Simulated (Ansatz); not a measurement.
Predict the output of the script below (Ansatz's Python interface).

`pa_co.py`
```python
# -*- coding: utf-8 -*-
import warnings

import ansatz as az
from ase import Atoms
import numpy as np

warnings.simplefilter("ignore", az.DeckWarning)

atoms = Atoms(["C", "O"], positions=[
    [0.0, 0.0, 0.0],
    [0.0, 0.0, 1.31],
])
molecule = az.Crystal.molecule_from_ase(atoms)

calculation = (
    molecule.calculation()
    .basis(gaussian="cc-pVDZ")
    .functional("r2scan", dispersion="d4")
)
symbols = [site.symbol for site in molecule.cartesian_sites]
start = np.array([site.position_ang for site in molecule.cartesian_sites], dtype=float)
data = calculation.relax(force_tolerance=0.01, max_steps=100).run(threads=1, pin="off").report
end = np.array(data["positions_ang"])

away = sum((end[1] - end[j]) / np.linalg.norm(end[1] - end[j]) for j in [0]) + np.array([0.15, 0.1, -0.2])
proton = end[1] + 1.0 * away / np.linalg.norm(away)
acid = az.Crystal.molecule()
for symbol, place in zip(symbols, end):
    acid = acid.atom(symbol, place.tolist())
acid = acid.atom("H", proton.tolist())
protonated = (
    acid.calculation()
    .basis(gaussian="cc-pVDZ")
    .functional("r2scan", dispersion="d4")
    .charge(1)
    .relax(force_tolerance=0.01, max_steps=80)
)
after = protonated.run(threads=1, pin="off").report
xyz = np.array(after["positions_ang"])
reach = np.linalg.norm(xyz[:-1] - xyz[-1], axis=1)
print(f"base {data['free_energy_ev']:.5f} eV, protonated {after['free_energy_ev']:.5f} eV")
print(f"the proton ends {reach.min():.3f} A from {symbols[reach.argmin()]}{reach.argmin()}")
print(f"electronic proton affinity {96.485332 * (data['free_energy_ev'] - after['free_energy_ev']):.1f} kJ/mol")
```

```console
$ python pa_co.py
base -3081.97456 eV, protonated -3086.64631 eV
the proton ends 1.006 A from O1
electronic proton affinity 450.8 kJ/mol
```

Total energies depend on the basis set; only differences at equal settings carry meaning. The proton is put on one chosen atom, which needn't be the most basic site, so the molecule's proton affinity can be higher; the ends are stationary points, not checked by frequencies, and zero-point and thermal terms count only where printed. The spin state was assumed, and another may lie lower. It ran for 7.9 s on 1 thread of Arm Neoverse V1, with other jobs on the host, peak memory 0.18 GiB.
